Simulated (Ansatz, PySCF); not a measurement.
Potential energy curve for SMILES C1CC1. The C1–H9 bond (C1 also carries C, C, H; H9 carries nothing else) is pulled apart rigidly from the PBE0/def2-TZVP optimised geometry.

- RKS-PBE = restricted PBE/cc-pVDZ in Ansatz (a program for electronic structure)
- UKS-PBE = unrestricted PBE/cc-pVDZ (Ansatz)
- UKS-PBE0 = PySCF with unrestricted PBE0/cc-pVDZ
- UCCSD(T) = PySCF 2.14.0 with CCSD(T) on UHF/cc-pVDZ, 3 core orbitals frozen

Energies relative to the lowest point of each curve near equilibrium, in mEh; the last columns give the difference from UCCSD(T):

```csv
R / Å,RKS-PBE,UKS-PBE,UKS-PBE0,UCCSD(T),RKS-PBE − UCCSD(T),UKS-PBE − UCCSD(T),UKS-PBE0 − UCCSD(T)
0.86,58.0,58.0,56.3,58.7,-0.7,-0.7,-2.4
0.93,24.8,24.8,23.5,24.9,-0.1,-0.1,-1.4
0.97,13.2,13.2,12.2,13.1,0.1,0.1,-0.9
1.01,5.7,5.7,5.0,5.6,0.1,0.1,-0.5
1.06,0.8,0.8,0.6,0.8,0.1,0.1,-0.1
1.08,0.0,0.0,0.0,0.0,0.0,0.0,0.0
1.12,0.0,0.0,0.4,0.1,-0.1,-0.1,0.2
1.15,1.1,1.1,1.8,1.4,-0.3,-0.3,0.4
1.20,4.8,4.8,6.0,5.4,-0.6,-0.6,0.6
1.26,11.3,11.3,13.2,12.4,-1.1,-1.1,0.9
1.34,22.3,22.3,25.3,24.2,-1.8,-1.8,1.1
1.46,41.5,41.5,46.1,44.4,-2.9,-2.9,1.7
1.63,69.9,69.9,76.8,73.8,-3.9,-3.9,3.0
1.77,92.0,92.0,101.0,96.8,-4.8,-4.8,4.2
1.94,116.2,116.2,127.7,121.1,-4.9,-4.9,6.5
2.19,146.0,146.0,156.1,149.1,-3.1,-3.1,7.0
2.39,165.1,161.6,167.7,164.6,0.5,-3.0,3.1
2.66,185.3,172.0,175.4,175.3,9.9,-3.3,0.1
2.91,199.3,176.4,178.7,179.0,20.3,-2.6,-0.4
3.23,212.4,178.8,180.5,180.6,31.8,-1.8,-0.1
3.78,226.3,180.1,181.5,181.4,44.9,-1.2,0.1
```

RKS-PBE is furthest from UCCSD(T) at 3.78 (44.9 mEh, above); its mean absolute difference over the points is 6.3 mEh.

UKS-PBE is furthest from UCCSD(T) at 1.94 (-4.9 mEh, below); its mean absolute difference over the points is 1.7 mEh.

UKS-PBE0 is furthest from UCCSD(T) at 2.19 (7.0 mEh, above); its mean absolute difference over the points is 1.7 mEh.

The restricted form behind RKS-PBE keeps the bonding electrons paired and can't separate into open-shell fragments. The unrestricted determinant behind UKS-PBE is spin-contaminated at 2.39 to 3.78 Å (<S²> up to 1.0, against 0.00 for a pure singlet). The unrestricted determinant behind UKS-PBE0 is spin-contaminated at 2.19 to 3.78 Å (<S²> up to 1.0, against 0.00 for a pure singlet). The unrestricted determinant behind UCCSD(T) is spin-contaminated at 1.77 to 3.78 Å (<S²> up to 1.0, against 0.00 for a pure singlet).
